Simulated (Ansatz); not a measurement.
fcc Pb, treated with r²SCAN (PAW; Ansatz, a first-principles code).

Settings: plane-wave cutoff 500 eV, 3×3×3 k mesh, Fermi–Dirac smearing 0.1 eV, cell of 256 sites, scalar-relativistic PAW data made under PBE.

What does this level give for the vacancy formation energy and vacancy formation energy before relaxation?


- vacancy formation energy: 0.31 eV
- vacancy formation energy before relaxation: 0.38 eV

Measured, for comparison: vacancy formation energy 0.58 eV (not corrected to a static lattice, monovacancy; as tabulated in Garrity and Choudhary (2023), arXiv:2112.11585). Computed (rounded) less measured: vacancy formation energy -0.27 eV.

Note: energies are extrapolated to zero smearing, and mesh and cell size move such values by some hundredths of an eV or more.

Spin–orbit coupling is not included; it can shift volumes and moduli of such heavy elements.
